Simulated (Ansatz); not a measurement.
CH5BN, SMILES C[B]N, a ladder of basis sets

Computed with Ansatz 0.2.0 through its Python package.

Input file `ch5bn.xyz`:
```text
8

C    -0.69760    0.73730   -0.44130
B    -0.29040   -0.70680   -0.14280
N     1.09190   -0.98230    0.33570
H    -1.72590    0.78790   -0.80270
H    -0.09790    1.20530   -1.26350
H    -0.66320    1.41340    0.46510
H     1.25010   -0.51610    1.28340
H     1.22490   -1.99580    0.51040
```

Run as a notebook:

In [1]:
```python
import ansatz as az
```

In [2]:
```python
molecule = az.Crystal.molecule_from_extxyz("ch5bn.xyz")
```

In [3]:
```python
base = (
    molecule.calculation()
    .correlation("MP2")
    .spin("collinear", total=1)
)
```

In [4]:
```python
energies = {}
for basis in ["cc-pVDZ", "cc-pVTZ"]:
    data = base.basis(gaussian=basis).run(threads=1, backend="cpu").report
    size = data["n_frozen"] + data["n_occupied"][0] + data["n_virtual"][0]
    energies[basis] = (data["reference_energy_ev"] / 27.211386246, data["free_energy_ev"] / 27.211386246)
    print(f"{basis:14s} {size:4d} orbitals  reference {energies[basis][0]:14.6f} Ha  total {energies[basis][1]:14.6f} Ha")

# correlation energy at the basis limit from E(X) = E + A / X^3
small, large = (energies[b][1] - energies[b][0] for b in ("cc-pVDZ", "cc-pVTZ"))
limit = (3 ** 3 * large - 2 ** 3 * small) / (3 ** 3 - 2 ** 3)
print(f"correlation energy: {small:.6f} and {large:.6f} Ha, extrapolated {limit:.6f} Ha")
print(f"share caught by the larger set: {100 * large / limit:.1f} %")
```
```text
cc-pVDZ          67 orbitals  reference    -119.886829 Ha  total    -120.270974 Ha
cc-pVTZ         160 orbitals  reference    -119.921171 Ha  total    -120.395585 Ha
correlation energy: -0.384145 and -0.474414 Ha, extrapolated -0.512422 Ha
share caught by the larger set: 92.6 %
```

Against cc-pVDZ: cc-pVTZ -124.6 mHa. The last step alone is -124.61 mHa. From the first set to the last the time grows from 0.6 to 3.1 s.

Reading the output:
- These settings explore the input space; basis and method may be short of convergence.
- The geometry is a force-field or estimated start, not a minimum of this method, and the last set is no limit. Much of the fall in a total is atomic energy, which cancels in bond and reaction energies.
- The run takes the species as open-shell (spin multiplicity 2), which needn't be its ground state.
- Inner cores stay frozen, so this is valence correlation.
- An extrapolation from small basis sets is rough.
- It ran for 4.1 s on 1 thread of Arm Neoverse V1 (shared host), peak memory 0.31 GiB.
